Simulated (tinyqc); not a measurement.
The basis set: RHF and MP2 along a ladder of basis sets, for BH2+, spin multiplicity 1. Computed by the program tinyqc with PySCF. 

Geometry (angstrom):
```
atom,x,y,z
B,0.0000,0.0000,0.0000
H,0.0000,1.0040,0.5270
H,0.0000,-1.0040,0.5270
```

Same geometry throughout; the dipole is taken about the origin.

RHF and frozen-core MP2 in a ladder of bases:
```
basis,functions,E(RHF) (hartree),E(MP2 corr) (hartree),HOMO (eV),LUMO (eV),dipole (debye)
sto-3g,7,-25.12802,-0.02698,-24.040,-6.916,0.640
3-21g,13,-25.27517,-0.03630,-23.915,-8.100,0.554
6-31g,13,-25.41741,-0.03589,-23.832,-7.908,0.457
6-31g**,24,-25.42950,-0.05909,-23.817,-7.894,0.467
cc-pvdz,24,-25.42699,-0.05604,-23.790,-7.988,0.451
aug-cc-pvdz,41,-25.42791,-0.05777,-23.788,-7.992,0.439
cc-pvtz,58,-25.43548,-0.07025,-23.825,-7.980,0.448
```

From cc-pVDZ to cc-pVTZ the RHF energy falls by 8.5 mhartree and the correlation energy by 14.2. If valence correlation converges as X^-3, (27 E(T) - 8 E(D))/19 gives -0.0762 hartree, a rough estimate from such small X that usually falls short; STO-3G holds about 35 % of it. Beyond STO-3G the LUMO moves by 0.2 eV and the HOMO by 0.1 eV.
